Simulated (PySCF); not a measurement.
Compound: HSiS (doublet state).
Structure used (PBE0-D3(BJ)/def2-SVP), in Å, numbered top down from 1:
```xyz
3
HSSi angstrom
Si    -0.208    0.566   -0.005
S      1.612   -0.166   -0.018
H     -1.381   -0.406   -0.001
```

The calculation used PBE0-D3(BJ)/def2-SVP geometry optimisation, gas phase in PySCF.

Masses are those of the commonest isotopes; rigid-rotor values at the optimised geometry. 

Question: Give the principal moments of inertia and the rotational constants in cm⁻¹.

Answer: Ia = 1.69, Ib = 60.61, Ic = 62.29 u·Å²; 505379 MHz·u·Å²/I gives 299902, 8339 and 8113 MHz, that is A = 10.00364, B = 0.27815, C = 0.27062 cm⁻¹.

Question: Classify the top.

Answer: A near-prolate asymmetric top; Ray's κ = -0.998.

Question: List the rotational levels J(Ka,Kc) to J = 4 (K).

Answer: Above 0(0,0), as E/k:
J = 1: 1(0,1) 0.790, 1(1,1) 14.782, 1(1,0) 14.793
J = 2: 2(0,2) 2.369, 2(1,2) 16.351, 2(1,1) 16.383, 2(2,1) 58.362, 2(2,0) 58.362
J = 3: 3(0,3) 4.737, 3(1,3) 18.703, 3(1,2) 18.768, 3(2,2) 60.730, 3(2,1) 60.730, 3(3,1) 130.721, 3(3,0) 130.721
J = 4: 4(0,4) 7.895, 4(1,4) 21.840, 4(1,3) 21.948, 4(2,3) 63.888, 4(2,2) 63.889, 4(3,2) 133.880, 4(3,1) 133.880, 4(4,1) 231.867, 4(4,0) 231.867
Those of J = 1 are B + C, A + C and A + B.

Question: Which types of transition are allowed, and where do some lines up to J = 4 fall?

Answer: The dipole components are |μa| = 2.03 D, |μb| = 0.28 D, |μc| = 0.00 D; the mirror of this Cs structure is the ab plane, so μc vanishes by symmetry and there are no c-type lines. The squared components, which scale the intensities, stand as 1.00 : 0.02 (a : b). Some lines, for components of 0.1 D or more:

| type | branch | J(Ka,Kc) | MHz | lower level (cm⁻¹) |
| --- | --- | --- | --- | --- |
| a | R | 1(0,1) ← 0(0,0) | 16452 | 0.000 |
| a | R | 3(2,1) ← 2(2,0) | 49356 | 40.563 |
| a | R | 3(1,2) ← 2(1,1) | 49693 | 11.387 |
| a | R | 4(1,4) ← 3(1,3) | 65356 | 12.999 |
| a | R | 4(1,3) ← 3(1,2) | 66258 | 13.044 |
| b | R | 1(1,1) ← 0(0,0) | 308015 | 0.000 |
| b | R | 3(1,3) ← 2(0,2) | 340354 | 1.646 |
| b | Q | 3(2,1) ← 3(1,2) | 874351 | 13.044 |
| b | Q | 2(2,1) ← 2(1,2) | 875365 | 11.364 |
| b | Q | 3(2,2) ← 3(1,3) | 875704 | 12.999 |
| b | R | 2(2,1) ← 1(1,0) | 907818 | 10.282 |
| b | R | 3(2,1) ← 2(1,2) | 924721 | 11.364 |
| b | R | 4(2,3) ← 3(1,2) | 940157 | 13.044 |
| b | Q | 4(3,1) ← 4(2,2) | 1458377 | 44.405 |
| b | Q | 4(3,2) ← 4(2,3) | 1458379 | 44.405 |
| b | R | 4(3,1) ← 3(2,2) | 1524186 | 42.210 |
| b | Q | 4(4,0) ← 4(3,1) | 2041730 | 93.051 |
| b | Q | 4(4,1) ← 4(3,2) | 2041730 | 93.051 |

Question: Estimate the classical rotational partition function at 298.15 K.

Answer: Point group Cs, symmetry number σ = 1; q = (√π/σ)·√((kT/h)³/(ABC)), k/h = 20836.6 MHz/K: 6090 at 298.15 K.

For this open shell read J as N, the rotation without spin; fine and hyperfine splittings come on top. PBE0-D3(BJ)/def2-SVP frequencies: not computed here. ⟨S²⟩ = 0.757 (exact for a doublet: 0.75). These are rigid-rotor constants of the computed structure; measured ground-state constants (B0) also hold zero-point vibration.

The run took 6.4 s wall on one thread of an Arm Neoverse V2, no GPU, on a shared host. These figures are those of the optimisation.
